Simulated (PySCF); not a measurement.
Consider 1,2-dimethylhydrazine, `CNNC` (C2H8N2). Coordinates in Å; atoms count from 1 in this order:
```
C     1.3754   -0.5244    0.1847
N     0.7823    0.7921    0.2260
N    -0.5983    0.8817    0.3917
C    -1.4327   -0.0007   -0.3904
H     1.0325   -1.1855   -0.6385
H     2.4666   -0.4148    0.0914
H     1.1813   -1.0511    1.1343
H     1.0546    1.3501   -0.5791
H    -0.8163    0.8211    1.3829
H    -1.2834   -1.0874   -0.2190
H    -2.4870    0.2290   -0.1732
H    -1.2727    0.1894   -1.4651
```

Energies: ωB97X-D3(BJ)/ma-def2-TZVP (PySCF, density fitting, integration grid level 2) on PBE0-D3(BJ)/def2-SVP structures. ωB97X-D3(BJ) is ωB97X-V with D3(BJ) in place of VV10. Zero-point and thermal terms (298.15 K, 1 bar) come from unscaled PBE0-D3(BJ)/def2-SVP harmonic frequencies, with soft modes damped to free rotors in the entropy.

Problem. What are the vertical and the adiabatic ionisation energy for forming the radical cation?

Solution. 8.87 eV vertical and 7.08 eV adiabatic, the latter with zero-point energy.

Problem. Where does the unpaired spin of the relaxed radical cation sit?

Solution. N3 (amine nitrogen) 0.49, N2 (amine nitrogen) 0.49 (intrinsic atomic orbital populations).

Problem. What oxidation potential follows in DMF (IEF-PCM), given that Fc+/Fc comes at 4.54 V absolute with this functional and basis?

Solution. In the gas phase ΔG of oxidation is 7.022 eV, and solvation is -21.3 kJ/mol for the parent and -257.8 kJ/mol for the product, so the absolute potential is 4.57 V, or 0.03 V against Fc+/Fc. Fc+/Fc in DMF, 4.54 V, is ωB97X-D3(BJ)/ma-def2-TZVP on PBE0-D3(BJ)/def2-SVP structures with GFN2-xTB thermal terms. Benchmark calculations put it near 5.0 V in acetonitrile and DMSO, so it is about 0.5 V low, and the value against it can read up to that much too high. The solvent is electrostatics only, on gas-phase structures; the absolute scale refers to an electron at rest in vacuum.

Problem. How far is −ε(HOMO) from the vertical value by ΔSCF?

Solution. −ε(HOMO) = 8.96 eV, which is 0.09 eV above the ΔSCF value.
